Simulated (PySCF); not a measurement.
Match the calculated data to a structure.

All candidates are C4H8O.

- Couplings: largest of the computed one-bond spin–spin couplings (means over like bonds): 13C–1H +134.6 (×3), 13C–1H +133.9 (×3), 13C–1H +128.2 (×2), 13C–13C +43.0, 13C–13C +40.9, 13C–13C +40.1, 17O–13C +34.1 Hz [B3LYP/pcJ-1, spin–dipole term left out]
- NMR, other nuclei: isotropic shieldings of nuclei other than C and H, by class: -347 (1 O) ppm [GIAO PBE0/pcSseg-1]
- XPS: C1s 290.7, C1s 291.0, C1s 291.1, C1s 293.3, O1s 537.6 eV [ΔSCF SCAN, pcX-2 on the ionised atom, pcseg-1 elsewhere, spin-free X2C]
- UV, first state: lowest singlet excitation: 4.50 eV (275 nm, f = 0.000) [TDDFT PBE0/def2-SVPD]
- Rotational structure: rotational constants A, B, C: 9.606, 3.620, 2.765 GHz [PBE0-D3(BJ)/def2-SVP]
- 13C NMR: chemical shifts (computed TMS as zero) by class: 209.9 (1 C), 37.5 (1 C), 30.8 (1 C), 8.8 (1 C) ppm [GIAO PBE0/pcSseg-1]

Gas-phase values; electronic properties from PySCF, density fitting. Levels stand in brackets. Isolated species at its PBE0-D3(BJ)/def2-SVP geometry (one conformer only). NMR classes are plain means over equivalent atoms (diastereotopic ones count apart unless rotation or inversion swaps them), as if these changed places fast.

Task: Which candidate is it?
A. `CCCC=O`
B. `CCC(C)=O`
C. `C1CCOC1`
D. `C=CCOC`
E. `C=C(C)OC`

Result: B. It is `CCC(C)=O`. Numbering: `[CH3:1][CH2:2][C:3]([CH3:4])=[O:5]`. Its formula, C4H8O, gives 1 degree of unsaturation: 0 rings and 1 π bond in the structure found. 4 carbons fall into 4 classes; from least to most shielded: ketone carbonyl carbon [C3] (209.9 ppm), sp3 carbon next to a carbonyl [C2] (37.5 ppm), methyl carbon next to a carbonyl [C4] (30.8 ppm), methyl carbon [C1] (8.8 ppm). The other shieldings belong to: -347 ppm, ketone oxygen [O5]. The couplings run between: +134.6 Hz, methyl carbon [C1] and its hydrogen (with 2 like pairs); +133.9 Hz, methyl carbon next to a carbonyl [C4] and its hydrogen (with 2 like pairs); +128.2 Hz, sp3 carbon next to a carbonyl [C2] and its hydrogen (with 1 like pair); +43.0 Hz, ketone carbonyl carbon [C3] and methyl carbon next to a carbonyl [C4]; +40.9 Hz, sp3 carbon next to a carbonyl [C2] and ketone carbonyl carbon [C3]; +40.1 Hz, methyl carbon [C1] and sp3 carbon next to a carbonyl [C2]; +34.1 Hz, ketone oxygen [O5] and ketone carbonyl carbon [C3]. The core levels belong to: C1s 290.7 eV, methyl carbon [C1]; C1s 291.0 eV, sp3 carbon next to a carbonyl [C2]; C1s 291.1 eV, methyl carbon next to a carbonyl [C4]; C1s 293.3 eV, ketone carbonyl carbon [C3]; O1s 537.6 eV, ketone oxygen [O5]. The hole state at 293.3 eV has ⟨S²⟩ = 0.84 against 0.75, so that value is less sure. S1 is mainly HOMO→LUMO (weight 0.99); the largest Löwdin shares of the orbital it empties are 0.61 on the ketone oxygen, 0.12 on the ketone carbonyl carbon, 0.11 on the sp3 carbon next to a carbonyl and 0.10 on the methyl carbon next to a carbonyl, of the orbital it fills 0.38 on the ketone carbonyl carbon, 0.34 on the ketone oxygen, 0.07 on the sp3 carbon next to a carbonyl and 0.07 on the methyl carbon next to a carbonyl. By its constants the optimised geometry is an asymmetric top.

The others, at the same levels:
- `C1CCOC1` fails: its computed core binding energies are C1s 290.8 (×2), C1s 291.9 (×2), O1s 538.0 eV, lowest singlet excitation is 6.62 eV (187 nm, f = 0.012) (against 4.50 eV) and rotational constant A is 7.172 GHz (against 9.606 GHz).
- `C=C(C)OC` fails: its computed 13C shifts are 167.8 (1 C), 83.1 (1 C), 54.3 (1 C), 23.2 (1 C) ppm, rotational constant A is 9.051 GHz (against 9.606 GHz) and smallest rotational constant is 2.939 GHz (against 2.765 GHz).
- `C=CCOC` fails: its computed core binding energies are C1s 290.4, C1s 290.6, C1s 292.2, C1s 292.2, O1s 538.4 eV, rotational constant A is 23.026 GHz (against 9.606 GHz) and smallest rotational constant is 2.248 GHz (against 2.765 GHz).
- `CCCC=O` fails: its computed 13C shifts are 203.9 (1 C), 51.0 (1 C), 17.0 (1 C), 15.0 (1 C) ppm, rotational constant A is 15.138 GHz (against 9.606 GHz) and smallest rotational constant is 2.287 GHz (against 2.765 GHz).

Each candidate is one conformer, not necessarily the lowest. Dipoles, sizes and rotational constants follow the conformer. The torsions of the flexible species, by atom-mapped SMILES:
- `[CH3:1][CH2:2][C:3]([CH3:4])=[O:5]`: C1–C2–C3–C4 178°
- `[CH2:1]=[C:2]([CH3:3])[O:4][CH3:5]`: C1–C2–O4–C5 0°
- `[CH2:1]=[CH:2][CH2:3][O:4][CH3:5]`: C1–C2–C3–O4 -132°, C2–C3–O4–C5 -178°
- `[CH3:1][CH2:2][CH2:3][CH:4]=[O:5]`: C1–C2–C3–C4 179°, C2–C3–C4–O5 -1°
